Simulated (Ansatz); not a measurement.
Born–Oppenheimer molecular dynamics of BH5O (7 atoms, charge 0, multiplicity 1). It starts at the highest image of a converged band. Of that band: Neighbouring images differ by up to 1.2 eV, so the band resolves the path poorly. A vibrational analysis at the climbing image gives one clearly imaginary mode, 1374i cm⁻¹: a first-order saddle point.

Method: Ansatz, RKS B3LYP-D4/def2-SVP.

- ensemble: NVE (velocity Verlet)
- time step: 0.5 fs
- steps asked: 200
- starting velocities drawn for: 300 K
- seed: 6625

First frame:

```xyz
7
Properties=species:S:1:pos:R:3
B 0.073 -0.258 0.007
H -0.040 0.178 1.290
H 1.133 0.158 -0.383
H -0.956 0.056 -0.542
O 0.146 -1.780 0.422
H -0.717 -2.191 0.277
H -0.005 -0.850 1.278
```

(1) How far do the bonds stretch over the last three quarters of this one trajectory? (Pairs bonded in most of those frames.)

## Answers

(1) 
```csv
bond,mean (Å),spread (Å),shortest,longest
B1–H2,1.208,0.025,1.16,1.25
B1–H3,1.209,0.016,1.18,1.24
B1–H4,1.214,0.022,1.17,1.26
O5–H6,0.971,0.015,0.94,1.00
O5–H7,0.980,0.023,0.94,1.03
```

Mean temperature of the second half: 508 K. The conserved energy stayed within 0.2 meV per atom of its start (net change -0.035 meV per atom), so the integration is sound. The kinetic energy rose, since the run started high on the potential surface and went downhill. It ends in pieces (BH3 + H2O), so much of that is their flight and rotation, not heat. A run of 0.1 ps of so small a system gives no equilibrium averages. The orbitals stay closed-shell, which can raise the energy where a bond breaks towards radicals; this wasn't checked here.

Run time: 66 s on 1 thread of AMD EPYC 9R45 96-Core Processor (Zen 5), on a shared host, peak memory 0.11 GiB.
